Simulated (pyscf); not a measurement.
Optimised with ωB97X-D3(BJ)/def2-SVP in PySCF. MP2 and CC: frozen core, UHF for open shells. ΔMP2 is the change of the MP2 total energy from the triple- to the quadruple-zeta basis.

Question: Estimate by transition-state theory (the high-pressure limit) the rate constant of `[Ge]=[Se]` [singlet] + `[ClH]` → `[Cl][GeH]=[Se]` (singlet surface; Cl–H broken, Cl–Ge, Ge–H formed) at 1200 K, with CCSD(T)/def2-TZVPP + ΔMP2(QZVPP) energies (ideal gas, 1 atm, RRHO with modes under 100 cm⁻¹ raised to 100, one conformer, R ln 2 for chiral ones without a mode under 150 cm⁻¹; no tunnelling).

Answer: The electronic barrier is 34.9 kcal/mol and the thermal terms add +31.7, so ΔG‡ = 66.7 kcal/mol. With k_BT/h = 2.50e+13 s⁻¹ and RT = 2.385 kcal/mol, and a volume of 1.64e-19 cm³ per molecule at 1 atm, k = 3.0e-18 cm³ molecule⁻¹ s⁻¹. The product is born with the 43 kcal/mol of the reverse barrier and needs collisions to keep. Wigner's tunnelling factor for 1298i cm⁻¹ would be 1.10. A shift of 1 kcal/mol in the barrier changes k by a factor 1.5. Cl–GeH=Se lies 13.5 kcal/mol over its isomer Cl–Ge:–SeH [singlet] (electronic energy, ωB97M-D3(BJ)). One saddle was located; it need not be the lowest between these sides. The CCSD(T) − MP2 part came from Ansatz, without density fitting, on the same reference. The frozen core leaves the outer d or s,p core shells of the metals and heavy elements correlated in the MP2 and CC values, and def2-TZVPP describes them poorly, which can shift differences by a few kcal/mol. Elements up to Kr have no core potential and no relativistic terms here.
